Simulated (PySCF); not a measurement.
Species: difluorosilane, F2H2Si.
Numbering: `[F:1][SiH2:2][F:3]` (hydrogens: H4, H5 on Si2)

A GFN2-xTB structure was refined with PBE0-D3(BJ)/def2-SVP geometry optimisation, gas phase (PySCF 2.14.0). Its GFN2-xTB values:

| coordinate | GFN2-xTB |
| --- | --- |
| F1–Si2 | 1.594 Å |
| Si2–H4 | 1.443 Å |
| Si2–H5 | 1.444 Å |
| F1–Si2–F3 | 103.0° |
| F1–Si2–H4 | 108.0° |
| F3–Si2–H4 | 107.9° |
| H4–Si2–H5 | 120.6° |

Problem. How do these coordinates change at the PBE0-D3(BJ)/def2-SVP level?

Solution. 
```json
{"coordinate": "Si2–H4", "PBE0-D3(BJ)/def2-SVP (Å or °)": "1.480", "change": "+0.037"}
{"coordinate": "Si2–H5", "PBE0-D3(BJ)/def2-SVP (Å or °)": "1.480", "change": "+0.036"}
{"coordinate": "F1–Si2", "PBE0-D3(BJ)/def2-SVP (Å or °)": "1.612", "change": "+0.018"}
{"coordinate": "H4–Si2–H5", "PBE0-D3(BJ)/def2-SVP (Å or °)": "114.6", "change": "-6.0"}
{"coordinate": "F1–Si2–F3", "PBE0-D3(BJ)/def2-SVP (Å or °)": "107.8", "change": "+4.8"}
{"coordinate": "F1–Si2–H4", "PBE0-D3(BJ)/def2-SVP (Å or °)": "108.7", "change": "+0.7"}
{"coordinate": "F3–Si2–H4", "PBE0-D3(BJ)/def2-SVP (Å or °)": "108.4", "change": "+0.5"}
```

The energy falls by 8.2 kJ/mol over 4 energy and gradient evaluations, the largest force component goes from 0.0173 to 2.4e-04 Eh/bohr, and the atoms move by 0.047 Å rms after alignment. Among the bonds, Si2–H4 and Si2–H5 change most and about equally (+0.036 to +0.037 Å). Bonds longer at the end by more than 0.005 Å: 4 of 4; shorter: 0. Rotational constants go from 22695, 8109, 6458 to 23825, 7481, 6125 MHz.

The run used 56 basis functions and 20 SCF cycles in all.

Stationary, but not proved a minimum.
